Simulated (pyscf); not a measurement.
H₃C–Al(CH₃)–F + H• → [H₃C–Al–CH₃]• + HF, an atom transfer (doublet surface; Al–F broken, F–H formed). Structures and frequencies: ωB97X-D3(BJ)/def2-SVP in PySCF. Energies in kcal/mol from the separated reactants.

Small-basis levels: PySCF, no dispersion term, spherical d functions. Open shells are spin-unrestricted. 

Question: Quick HF/3-21G single points give ΔE‡ = 52.4 kcal/mol and ΔE = +41.4 kcal/mol. What does ωB97M-D3(BJ)/def2-TZVP give, and how far is the quick result from it?

Answer: ωB97M-D3(BJ)/def2-TZVP gives ΔE‡ = 35.9 kcal/mol and ΔE = +25.6 kcal/mol. HF/3-21G lies 16.5 kcal/mol over it in the barrier and 15.8 kcal/mol over it in the reaction energy, so on this step it does not hold to within 3.0 kcal/mol. ωB97M-D3(BJ)/def2-TZVP has limits of its own. On the product side the descent ends in an adduct with a Al–F contact, 5.6 kcal/mol under the separated species and 20.2 kcal/mol under the saddle at ωB97X-D3(BJ)/def2-TZVP. What is counted as broken (Al–F) persists as a longer contact in the product adduct; parting that adduct is a step of its own. At ωB97X-D3(BJ)/def2-TZVP the barrier from the zero used here is 39.6 kcal/mol. The same reactants have a lower exit, to CH₄ + [H₃C–Al–F]• (barrier +23.7 kcal/mol at ωB97M-D3(BJ)/def2-TZVP, against +35.9 kcal/mol here). This is the saddle that the search found; another between the same sides may lie lower. The angle at the transferred F is 133°.
